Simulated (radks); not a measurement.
# B³⁺ in 1s1.75 2p0.25: an all-electron calculation

The task here is to estimate one member of a computed series from the others.

Method: Dirac Kohn-Sham, PBE, spin-unpolarised, spherical densities, finite nucleus; open shells are shared between the two j in proportion to 2j + 1. Code: radks (a radial shooting solver on a logarithmic mesh, Libxc functionals) version 1.

## What is computed

| Quantity | Value |
| --- | --- |
| element | boron (Z = 5) |
| charge | +3 |
| electrons | 2 |
| configuration | 1s1.75 2p0.25 |
| nuclear rms radius | 2.406 fm |

Set-up of the first run:

The run's settings:

```text
Z 5
configuration 1s1.75 2p0.25 2s0 3p0 3d0
relativity Dirac
functional pbe,pbe
spin unpolarised
j_filling average
nucleus finite rms 2.406 fm
c 137.035999084
```

Run with:

```sh
$ python run_ks.py task.json out
```

All runs below come from this command, one after another.

One table of the session follows, with a row left open; its other results are not shown here.

It belongs to the step «Radial structure». From the orbitals of this run (lengths in bohr):

```
level     <r>  outermost maximum (interpolated)  90 % within
1s1/2  0.3214                             0.207        0.576
2s1/2   1.484                              1.25         2.28
2p1/2       ?                                 ?            ?
2p3/2   1.359                              1.07         2.20
```

**Question.** Estimate the row for 2p1/2.

As computed: <r>: 1.358; outermost maximum (interpolated): 1.07; 90 % within: 2.20. In the column «<r>» it lies between 1s1/2 (0.3214) and 2p3/2 (1.359).
